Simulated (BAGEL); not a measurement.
# doublet C3H4FO: levels of theory compared

Aim: a comparison of 3 runs (UHF/3-21G, ROHF/6-31G*, UHF/6-31G*) of doublet C3H4FO. 

The results are computed with BAGEL 1.2.2.

1 further run of the same task is left out (set aside as unsound or not needed).

### 1 The molecule

C3H4FO: 9 atoms, total charge 0, spin state doublet. As SMILES of the parent species, `C/C(F)=C/[O-]`. The coordinates come from a GFN2-xTB relaxation. That shape belongs to the parent species and isn't relaxed for this state.

Bond lengths: C1–C2 1.501 Å, C2–F3 1.416 Å, C2–C4 1.355 Å, C4–O5 1.257 Å, C1–H6 1.098 Å, C1–H7 1.090 Å, C1–H8 1.097 Å, C4–H9 1.136 Å. Some angles: C1–C2–F3 111.6°, C1–C2–C4 126.9°, F3–C2–C4 121.6°, C2–C4–O5 132.3°, C2–C1–H6 112.4°, C2–C1–H7 108.9°, C2–C1–H8 112.3°, C2–C4–H9 109.5°, O5–C4–H9 118.2°, H6–C1–H7 107.9°.

### 2 A single-point energy at UHF/3-21G (density fitting with qzvpp-jkfit) (run 1)

input.json reads:

```json
{ "bagel": [

{
  "title": "molecule",
  "basis": "3-21g",
  "df_basis": "qzvpp-jkfit",
  "angstrom": "true",
  "geometry": [
    { "atom": "C", "xyz": [   -0.137570,   -1.127310,   -0.168040 ] },
    { "atom": "C", "xyz": [    0.454960,    0.246450,   -0.046560 ] },
    { "atom": "F", "xyz": [    1.844410,    0.239410,   -0.317990 ] },
    { "atom": "C", "xyz": [   -0.198780,    1.387470,    0.278890 ] },
    { "atom": "O", "xyz": [    0.187420,    2.576190,    0.409980 ] },
    { "atom": "H", "xyz": [   -0.557440,   -1.487990,    0.779840 ] },
    { "atom": "H", "xyz": [    0.644020,   -1.822580,   -0.474140 ] },
    { "atom": "H", "xyz": [   -0.939420,   -1.169790,   -0.915270 ] },
    { "atom": "H", "xyz": [   -1.297620,    1.158140,    0.453290 ] }
  ]
},
{ "title": "uhf", "nopen": 1 },
{ "title": "print", "file": "orbitals.molden", "orbitals": "true" }

]}
```

Command:

```sh
$ BAGEL_NUM_THREADS=1 BAGEL input.json > input.out
```

Output:

```text
* using 1 threads per process

  ===============================================================
  ===============================================================

  *** Geometry ***

  { "atom" : "C", "xyz" : [     -0.259970,     -2.130307,     -0.317550 ] },
  { "atom" : "C", "xyz" : [      0.859750,      0.465723,     -0.087986 ] },
  { "atom" : "F", "xyz" : [      3.485430,      0.452419,     -0.600914 ] },
  { "atom" : "C", "xyz" : [     -0.375640,      2.621938,      0.527026 ] },
  { "atom" : "O", "xyz" : [      0.354172,      4.868294,      0.774750 ] },
  { "atom" : "H", "xyz" : [     -1.053409,     -2.811894,      1.473684 ] },
  { "atom" : "H", "xyz" : [      1.217021,     -3.444177,     -0.895995 ] },
  { "atom" : "H", "xyz" : [     -1.775247,     -2.210583,     -1.729610 ] },
  { "atom" : "H", "xyz" : [     -2.452146,      2.188567,      0.856594 ] },

  Number of auxiliary basis functions:      451

  Since a DF basis is specified, we compute 2- and 3-index integrals:
    o Being stored without compression. Storage requirement is 0.010 GB

  Number of basis functions:       53
  Number of electrons      :       39

    * METHOD: MOLECULE                             0.13

  *** Open-shell HF ***

  === Nuclear Repulsion ===
   163.2117717501

      * DIIS with orbital gradients will be used.

  === UHF iteration (3-21g) ===
      0       -288.30784595          0.06005177           0.06
      1       -288.40512831          0.05353965           0.05
      2       -288.46405104          0.04366753           0.06
      3       -288.56401192          0.00276169           0.06
      4       -288.56998719          0.00202619           0.06
      5       -288.57413503          0.00171923           0.06
[... 17 lines of this table left out ...]
     23       -288.58121791          0.00000002           0.06
     24       -288.58121791          0.00000001           0.06
    * SCF iteration converged.

    * S^2 (UHF) is 0.9527

    * Permanent dipole moment:
           (    0.918836,     1.210974,     0.030745) a.u.

    * METHOD: UHF                                  1.50

    * METHOD: PRINT                                0.01

  ===============================================================
```

It took 1.8 s on 1 thread of Arm Neoverse V2, shared host; peak memory 0.082 GiB.

### 3 A single-point energy at ROHF/6-31G(d) (density fitting with qzvpp-jkfit, spherical functions) (run 2)

job.json reads:

```json
{ "bagel" : [

{
  "title" : "molecule",
  "basis" : "6-31gs.json",
  "df_basis" : "qzvpp-jkfit",
  "angstrom" : true,
  "geometry" : [
    { "atom" : "C", "xyz" : [   -0.137570,   -1.127310,   -0.168040 ] },
    { "atom" : "C", "xyz" : [    0.454960,    0.246450,   -0.046560 ] },
    { "atom" : "F", "xyz" : [    1.844410,    0.239410,   -0.317990 ] },
    { "atom" : "C", "xyz" : [   -0.198780,    1.387470,    0.278890 ] },
    { "atom" : "O", "xyz" : [    0.187420,    2.576190,    0.409980 ] },
    { "atom" : "H", "xyz" : [   -0.557440,   -1.487990,    0.779840 ] },
    { "atom" : "H", "xyz" : [    0.644020,   -1.822580,   -0.474140 ] },
    { "atom" : "H", "xyz" : [   -0.939420,   -1.169790,   -0.915270 ] },
    { "atom" : "H", "xyz" : [   -1.297620,    1.158140,    0.453290 ] }
  ]
},
{
  "title" : "rohf",
  "nopen" : 1
},
{
  "title" : "print",
  "file" : "orbitals.molden",
  "orbitals" : true
}

]}
```

The basis set 6-31G* is read from a file made from the Basis Set Exchange's data (not shown).

Command:

```sh
$ BAGEL_NUM_THREADS=1 BAGEL job.json > job.out
```

Output:

```text
* using 1 threads per process

  ===============================================================
  ===============================================================

  *** Geometry ***

  { "atom" : "C", "xyz" : [     -0.259970,     -2.130307,     -0.317550 ] },
  { "atom" : "C", "xyz" : [      0.859750,      0.465723,     -0.087986 ] },
  { "atom" : "F", "xyz" : [      3.485430,      0.452419,     -0.600914 ] },
  { "atom" : "C", "xyz" : [     -0.375640,      2.621938,      0.527026 ] },
  { "atom" : "O", "xyz" : [      0.354172,      4.868294,      0.774750 ] },
  { "atom" : "H", "xyz" : [     -1.053409,     -2.811894,      1.473684 ] },
  { "atom" : "H", "xyz" : [      1.217021,     -3.444177,     -0.895995 ] },
  { "atom" : "H", "xyz" : [     -1.775247,     -2.210583,     -1.729610 ] },
  { "atom" : "H", "xyz" : [     -2.452146,      2.188567,      0.856594 ] },

  Number of auxiliary basis functions:      451

  Since a DF basis is specified, we compute 2- and 3-index integrals:
    o Being stored without compression. Storage requirement is 0.022 GB

  Number of basis functions:       78
  Number of electrons      :       39

    * METHOD: MOLECULE                             0.18

  *** Open-shell HF ***

  === Nuclear Repulsion ===
   163.2117717501

      * DIIS with orbital gradients will be used.

  === ROHF iteration (6-31gs.json) ===
      0       -289.82861226          0.04941002           0.09
      1       -289.93229972          0.04604418           0.10
      2       -289.99411309          0.03799776           0.09
      3       -290.14724289          0.00217661           0.09
      4       -290.14796171          0.00104274           0.09
      5       -290.14831944          0.00051567           0.09
      6       -290.14848627          0.00026635           0.09
      7       -290.14857947          0.00017727           0.09
      8       -290.14864014          0.00012701           0.09
      9       -290.14865621          0.00006707           0.09
     10       -290.14869264          0.00002174           0.09
     11       -290.14872244          0.00001142           0.09
     12       -290.14873024          0.00000489           0.09
     13       -290.14872914          0.00000210           0.09
     14       -290.14872889          0.00000095           0.09
     15       -290.14872923          0.00000055           0.09
     16       -290.14872919          0.00000019           0.09
     17       -290.14872935          0.00000011           0.09
     18       -290.14872936          0.00000006           0.09
     19       -290.14872937          0.00000002           0.09
     20       -290.14872940          0.00000001           0.09
    * SCF iteration converged.

    * S^2 (ROHF) is 0.7500

    * Permanent dipole moment:
           (    0.924555,     1.664990,     0.108376) a.u.

    * METHOD: ROHF                                 2.06

    * METHOD: PRINT                                0.01

  ===============================================================
```

Wall time 2.4 s (1 thread of Arm Neoverse V2, shared host); peak memory 0.1 GiB.

### 4 A single-point energy at UHF/6-31G(d) (density fitting with qzvpp-jkfit, spherical functions) (run 3)

job.json reads:

```json
{ "bagel" : [

{
  "title" : "molecule",
  "basis" : "6-31gs.json",
  "df_basis" : "qzvpp-jkfit",
  "angstrom" : true,
  "geometry" : [
    { "atom" : "C", "xyz" : [      -0.137570,      -1.127310,      -0.168040 ] },
    { "atom" : "C", "xyz" : [       0.454960,       0.246450,      -0.046560 ] },
    { "atom" : "F", "xyz" : [       1.844410,       0.239410,      -0.317990 ] },
    { "atom" : "C", "xyz" : [      -0.198780,       1.387470,       0.278890 ] },
    { "atom" : "O", "xyz" : [       0.187420,       2.576190,       0.409980 ] },
    { "atom" : "H", "xyz" : [      -0.557440,      -1.487990,       0.779840 ] },
    { "atom" : "H", "xyz" : [       0.644020,      -1.822580,      -0.474140 ] },
    { "atom" : "H", "xyz" : [      -0.939420,      -1.169790,      -0.915270 ] },
    { "atom" : "H", "xyz" : [      -1.297620,       1.158140,       0.453290 ] }
  ]
},

{ "title" : "uhf", "nopen" : 1 },

{ "title" : "print", "file" : "orbitals.molden", "orbitals" : true }

]}
```

The basis set 6-31G* is read from a file made from the Basis Set Exchange's data (not shown).

Command:

```sh
$ BAGEL_NUM_THREADS=1 BAGEL job.json > job.out
```

Output:

```text
* using 1 threads per process

  ===============================================================
  ===============================================================

  *** Geometry ***

  { "atom" : "C", "xyz" : [     -0.259970,     -2.130307,     -0.317550 ] },
  { "atom" : "C", "xyz" : [      0.859750,      0.465723,     -0.087986 ] },
  { "atom" : "F", "xyz" : [      3.485430,      0.452419,     -0.600914 ] },
  { "atom" : "C", "xyz" : [     -0.375640,      2.621938,      0.527026 ] },
  { "atom" : "O", "xyz" : [      0.354172,      4.868294,      0.774750 ] },
  { "atom" : "H", "xyz" : [     -1.053409,     -2.811894,      1.473684 ] },
  { "atom" : "H", "xyz" : [      1.217021,     -3.444177,     -0.895995 ] },
  { "atom" : "H", "xyz" : [     -1.775247,     -2.210583,     -1.729610 ] },
  { "atom" : "H", "xyz" : [     -2.452146,      2.188567,      0.856594 ] },

  Number of auxiliary basis functions:      451

  Since a DF basis is specified, we compute 2- and 3-index integrals:
    o Being stored without compression. Storage requirement is 0.022 GB

  Number of basis functions:       78
  Number of electrons      :       39

    * METHOD: MOLECULE                             0.17

  *** Open-shell HF ***

  === Nuclear Repulsion ===
   163.2117717501

      * DIIS with orbital gradients will be used.

  === UHF iteration (6-31gs.json) ===
      0       -289.82861226          0.04941002           0.09
      1       -289.94301179          0.04536879           0.09
      2       -290.01441911          0.03659286           0.08
      3       -290.15571331          0.00212873           0.09
      4       -290.16088058          0.00137552           0.09
      5       -290.16334546          0.00112810           0.08
[... 20 lines of this table left out ...]
     26       -290.17083284          0.00000001           0.09
     27       -290.17083284          0.00000001           0.09
    * SCF iteration converged.

    * S^2 (UHF) is 0.9349

    * Permanent dipole moment:
           (    0.880110,     1.247672,     0.044808) a.u.

    * METHOD: UHF                                  2.51

    * METHOD: PRINT                                0.01

  ===============================================================
```

Run time: 2.9 s. Hardware: 1 thread of Arm Neoverse V2, shared host; peak memory 0.1 GiB.

### 5 The series

```csv
run,level,energy (Eh),dipole moment (D),⟨S²⟩,wall time
1,UHF/3-21G (density fitting with qzvpp-jkfit),-288.581218,3.86,0.953,1.8 s
2,"ROHF/6-31G* (density fitting with qzvpp-jkfit, spherical functions)",-290.148729,4.85,0.750,2.4 s
3,"UHF/6-31G* (density fitting with qzvpp-jkfit, spherical functions)",-290.170833,3.88,0.935,2.9 s
```

### 6 Summary of results

```
            quantity          value
 run 3: total energy  -290.17083 Eh
run 3: dipole moment         3.88 D
         run 3: ⟨S²⟩          0.935
```

In words: The dipole moment (its size) runs from 3.86 D (UHF/3-21G) to 4.85 D (ROHF/6-31G*). The two ends differ in method and basis. Spin contamination of the reference: run 1 ⟨S²⟩ = 0.95, run 3 ⟨S²⟩ = 0.93. All runs together took 7.1 s, the longest 2.9 s.
